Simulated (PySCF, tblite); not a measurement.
Compound: dimethyl carbonate, C₃H₆O₃.
Cartesian coordinates in Å at the GFN2-xTB level; atoms count from 1:
```
atom  x, y, z in Å
C1     2.324    0.053    0.135
O2     1.108   -0.592    0.493
C3     0.000   -0.001    0.043
O4    -0.037    0.997   -0.618
O5    -1.059   -0.701    0.449
C6    -2.319   -0.184    0.039
H7     2.344    1.072    0.526
H8     3.117   -0.543    0.577
H9     2.430    0.090   -0.951
H10   -3.065   -0.862    0.445
H11   -2.380   -0.153   -1.050
H12   -2.462    0.825    0.430
```

Theory: PBE0/pcSseg-1 in PySCF (dipole) on a GFN2-xTB geometry, gas phase.

Take the most abundant isotopes and a rigid rotor. The values belong to one conformer with, in the numbering `[CH3:1][O:2][C:3](=[O:4])[O:5][CH3:6]`, C1–O2–C3–O4 0°, O2–C3–O5–C6 180°.

Task: Give the principal moments of inertia and the rotational constants in cm⁻¹.

Result: Ia = 47.61, Ib = 213.24, Ic = 254.49 u·Å²; 505379 MHz·u·Å²/I gives 10616, 2370 and 1986 MHz, that is A = 0.35410, B = 0.07905, C = 0.06624 cm⁻¹.

Task: Classify the top.

Result: A near-prolate asymmetric top: κ = (2 × 2370 − 10616 − 1986)/(10616 − 1986) = -0.91.

Task: What does the inertial defect say?

Result: Not planar: Δ = Ic − Ia − Ib = -6.36 u·Å². For a rigid frame Δ = −2 Σ m c², so Σ m c² = 3.18 u·Å² lies off the ab plane, practically all of it from hydrogen. The atom farthest from that plane is 0.89 Å away.

Task: Give the other two planar moments, Paa and Pbb, and the rms extents of the mass along the axes.

Result: Paa = Σ m a² = (Ib + Ic − Ia)/2 = 210.06 and Pbb = Σ m b² = (Ia + Ic − Ib)/2 = 44.43 u·Å². With the mass M = 90.03 u, the rms extents √(P/M) along a, b and c are 1.53, 0.70, 0.19 Å.

Task: Where do the levels up to J = 5 lie, in MHz?

Result: Above 0(0,0):
J = 1: 1(0,1) 4356, 1(1,1) 12602, 1(1,0) 12986
J = 2: 2(0,2) 13054, 2(1,2) 20929, 2(1,1) 22082, 2(2,1) 46819, 2(2,0) 46832
J = 3: 3(0,3) 26070, 3(1,3) 33412, 3(1,2) 35717, 3(2,2) 59886, 3(2,1) 59952, 3(3,1) 102083, 3(3,0) 102084
J = 4: 4(0,4) 43363, 4(1,4) 50042, 4(1,3) 53881, 4(2,3) 77299, 4(2,2) 77495, 4(3,2) 119532, 4(3,1) 119534, 4(4,1) 178573, 4(4,0) 178573
J = 5: 5(0,5) 64884, 5(1,5) 70806, 5(1,4) 76561, 5(2,4) 99049, 5(2,3) 99503, 5(3,3) 141353, 5(3,2) 141361, 5(4,2) 200382, 5(4,1) 200382, 5(5,1) 276295, 5(5,0) 276295

Task: Which lines would a microwave search look for?

Result: The dipole components are |μa| = 0.00 D, |μb| = 0.27 D, |μc| = 0.00 D; the symmetry axis of this C2v structure is b, so μa and μc vanish by symmetry and there are no a-type or c-type lines. Some lines, for components of 0.1 D or more:

```
type  branch         J(Ka,Kc)    MHz  lower level (cm⁻¹)
   b       R  2(0,2) ← 1(1,1)    453               0.420
   b       R  3(0,3) ← 2(1,2)   5140               0.698
   b       Q  1(1,0) ← 1(0,1)   8630               0.145
   b       R  1(1,1) ← 0(0,0)  12602               0.000
   b       R  4(1,4) ← 3(0,3)  23972               0.870
   b       Q  2(2,0) ← 2(1,1)  24750               0.737
   b       Q  3(2,2) ← 3(1,3)  26474               1.115
   b       Q  4(2,3) ← 4(1,4)  27257               1.669
   b       R  2(2,1) ← 1(1,0)  33833               0.433
   b       Q  4(3,1) ← 4(2,2)  42039               2.585
   b       Q  4(3,2) ← 4(2,3)  42233               2.578
   b       R  4(2,2) ← 3(1,3)  44083               1.115
   b       R  3(3,0) ← 2(2,1)  55265               1.562
   b       Q  4(4,1) ← 4(3,2)  59041               3.987
   b       R  4(3,2) ← 3(2,1)  59580               2.000
   b       R  4(3,1) ← 3(2,2)  59648               1.998
   b       R  4(4,1) ← 3(3,0)  76490               3.405
   b       R  4(4,0) ← 3(3,1)  76490               3.405
```

Task: Estimate the classical rotational partition function at 10 K, 100 K and 200 K.

Result: Point group C2v, symmetry number σ = 2; q = (√π/σ)·√((kT/h)³/(ABC)), k/h = 20836.6 MHz/K: 377 at 10 K, 11900 at 100 K, 33700 at 200 K.

Its GFN2-xTB frequencies are all real (lowest 55 cm⁻¹). These are rigid-rotor constants of the computed structure; measured ground-state constants (B0) also hold zero-point vibration. A rigid rotor knows nothing of internal rotation, which can split or shift real lines.

The run took 10 s of wall time on one thread of an x86-64 server, shared host. This is the PBE0/pcSseg-1 job that gave the dipole, with the shieldings it also computed.
